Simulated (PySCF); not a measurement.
Species: cyanoallene, C4H3N.
Geometry (GFN2-xTB, Å), atoms numbered from 1 in this order:
```xyz
8
C4H3N angstrom
C     -1.6696   -0.1680    0.0101
C     -0.4348    0.2006   -0.0086
C      0.8217    0.5596   -0.0264
C      1.8673   -0.3853    0.0016
N      2.7302   -1.1396    0.0242
H     -2.2094   -0.2961    0.9346
H     -2.2181   -0.3612   -0.8979
H      1.1218    1.5994   -0.0622
```

Method used: PySCF, TDDFT B3LYP/def2-SVPD, vertical, gas phase, core orbitals frozen in the response.

| state | E (eV) | λ (nm) | ν̃ (cm⁻¹) | f | symmetry | main configurations (H = HOMO, L = LUMO) |
| --- | --- | --- | --- | --- | --- | --- |
| S1 | 5.50 | 225.6 | 44330 | 0.0005 | – | H-1→L (86%), H→L+1 (14%) |
| S2 | 5.75 | 215.6 | 46380 | 0.0001 | – | H→L+1 (85%), H-1→L (14%) |
| S3 | 6.30 | 196.9 | 50780 | 0.339 | A′ | H→L (87%) |
| S4 | 6.50 | 190.9 | 52390 | 0.0000 | – | H-2→L (97%) |
| S5 | 7.09 | 175.0 | 57150 | 0.0010 | – | H→L+2 (76%), H→L+3 (21%) |
| S6 | 7.47 | 166.0 | 60240 | 0.0062 | A″ | H-3→L (79%), H→L+3 (13%) |
| S7 | 7.48 | 165.7 | 60350 | 0.0015 | – | H→L+3 (50%), H-3→L (20%), H→L+2 (18%) |
| S8 | 7.55 | 164.2 | 60890 | 0.226 | A′ | H-1→L+1 (60%), H-1→L+2 (21%) |

Triplets (Tamm–Dancoff): T1 4.00 eV, H→L (96%); T2 4.88 eV, H-1→L+1 (92%); T3 5.13 eV, H-1→L (88%), H→L+1 (11%).

The lowest singlet comes at 226 nm (530 kJ/mol) in the ultraviolet; it is dark (f under 0.0005); its leading configuration is HOMO-1→LUMO (86%). The strongest level in the table is S3 at 6.30 eV (197 nm, f = 0.339). Löwdin shares by element: HOMO carbon 64% or more, nitrogen 23%; LUMO carbon 64% or more, nitrogen 15% (atoms not listed hold the other 22%). The listed states span 2.05 eV, and the widest gap between neighbours is 0.59 eV (S4 to S5). Weighted by f, the mean energy of these states is 6.81 eV. The oscillator strengths of these states sum to 0.574; summed over the whole spectrum of an exact calculation they would give the number of electrons, 34 (Thomas–Reiche–Kuhn). Symmetry labels in Cs follow from the direction of the transition dipole and are given only for states with f of 0.002 or more. Singlets were solved by full linear response, triplets in the Tamm–Dancoff approximation.
